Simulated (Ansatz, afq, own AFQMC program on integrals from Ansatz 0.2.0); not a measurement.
AlNH2, singlet in cc-pVQZ, levels against AFQMC with the constraint released

```
atom   x (Å)    y (Å)    z (Å)
  Al  0.0000  -0.0211   0.6643
   N  0.0000   0.0382  -0.9486
   H  0.0000   0.0963   2.2187
   H  0.0000  -0.1134  -1.9344
```

Connectivity, by distances: AlH–NH.

Basis cc-pVQZ. Noble-gas cores (and the filled d shells of Ga–Kr and In–Xe) are frozen. Integrals, coupled cluster, full CI and functionals: Ansatz 0.2.0; the random walks run on the same integrals in our own AFQMC program. ph-AFQMC/CISD is guided by a CISD state made of CCSD amplitudes; releasing the constraint for a short imaginary time cuts its bias at the price of noise, slowly where states lie close. ± is one standard error of the sampling.

Determinant: RHF, the one that the program's search chose, which needn't be the lowest solution. The geometry is a PBE0/def2-TZVP stationary point of this or a neighbouring charge and spin state.

No full CI on the walks' own integrals is used here. The released AFQMC energy serves as the reference, which it does only where one determinant dominates, the energy is flat over the last release times and near the phaseless one (40 meV or 2 meV an electron, half that with transition metals). On small molecules, where full CI could be run and the noise was under 10 meV, such values lay within 10 meV of it in 19 cases of 20, a flattering rate, since the rule was set on those same cases; what remains of the bias isn't in the error bar.

Cautions: higher spins were not checked; raised T1 diagnostic (T1 0.022, weight of the determinant 0.87, largest double 0.04); the released value is read at 2.40 1/Eh with a noise of 15 meV, more than in the cases checked (meV from the phaseless value at times in 1/Eh: -9 ± 8 at 0.24, -17 ± 7 at 0.51, -31 ± 6 at 0.99, -25 ± 7 at 1.62, -29 ± 15 at 2.40).

The T1 diagnostic is 0.0220. The weight of the determinant in the CISD state is 0.875. The size of the correlated space is 10 electrons in 168 orbitals.

| level | correlation energy (eV) |
| --- | --- |
| MP2 | -8.5857 |
| CCSD | -8.7215 |
| CCSD(T) | -9.1661 |

Estimate where phaseless AFQMC with a CISD trial lies against CCSD(T) on the same integrals.

0.36 ± 0.22 kcal/mol below CCSD(T). The gap is under twice the noise, so this walk alone can't tell the two apart.

Reference: AFQMC with the constraint released, correlation energy -9.211 ± 0.015 eV.

```json
{"level": "CCSD(T)", "E − E(reference) (kcal/mol)": "1.03 ± 0.35", "share of correlation (%)": "99.52"}
{"level": "ph-AFQMC/HF", "E − E(reference) (kcal/mol)": "-0.84 ± 1.58", "share of correlation (%)": "100.40"}
{"level": "ph-AFQMC/CISD", "E − E(reference) (kcal/mol)": "0.67 ± 0.41", "share of correlation (%)": "99.68"}
```

A walk keeps the symmetry of its determinant, which the program's search chose and which needn't be the lowest solution, so a lower state of the same spin and another symmetry isn't excluded. Released energies are given only where the last usable release times agree within the noise; a slower fall can still hide under it.
